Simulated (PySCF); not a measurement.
BF$_{3}$, charge +1, quartet, geometry from GFN2-xTB of the parent state (a state made from the parent by changing its charge; the spin is typed, not shown lowest); DF-HF/cc-pVTZ (PySCF).

Here is a job for PySCF.
```python
from pyscf import gto, scf

mol = gto.M(
    atom='''
B    -0.000000    0.000000   -0.000000
F    -0.006598    1.300362   -0.000881
F     1.129442   -0.644465    0.003252
F    -1.122844   -0.655897   -0.002371
''',
    basis='cc-pvtz',
    charge=1,
    spin=3,
    verbose=3,
)

mf = scf.UHF(mol)
mf = mf.density_fit(auxbasis='def2-universal-jkfit')
mf.kernel()
```

What does PySCF print? Leave out banner, timings and long lists.


```
converged SCF energy = -322.322755047261  <S^2> = 3.7602533  2S+1 = 4.0051234
```
